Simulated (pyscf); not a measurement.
F–N(F)–F + F–SiH₃ → hydrogen fluoride (HF) + F–SiH₂–N(F)–F, a four-centre exchange (singlet surface; F–N, H–Si broken, F–H, N–Si formed). PySCF, gas phase, ωB97X-D3(BJ)/def2-SVP geometries. Energies in eV from the separated reactants.

Small-basis levels: PySCF, no dispersion term, spherical d functions. 

In single points HF/STO-3G puts the saddle at 6.86 eV and the reaction energy at -0.23 eV. Should these be trusted to within a few kcal/mol? Compare with ωB97M-D3(BJ)/def2-TZVP.

ωB97M-D3(BJ)/def2-TZVP gives ΔE‡ = 3.29 eV and ΔE = -2.08 eV. HF/STO-3G lies 3.57 eV over it in the barrier and 1.85 eV over it in the reaction energy, so on this step it does not hold to within 0.13 eV. ωB97M-D3(BJ)/def2-TZVP has limits of its own. The same reactants have a lower exit, to F–SiH₂–F + F–NH–F (barrier +2.53 eV at ωB97M-D3(BJ), against +3.29 eV here). F–SiH₂–N(F)–F lies 8.99 eV over its isomer H₂N–Si(F)(F)–F (electronic energy, ωB97M-D3(BJ)). One saddle was located; it need not be the lowest between these sides. A restricted solution here is unstable towards spin polarisation, so biradical character is likely and single-reference numbers are less safe.
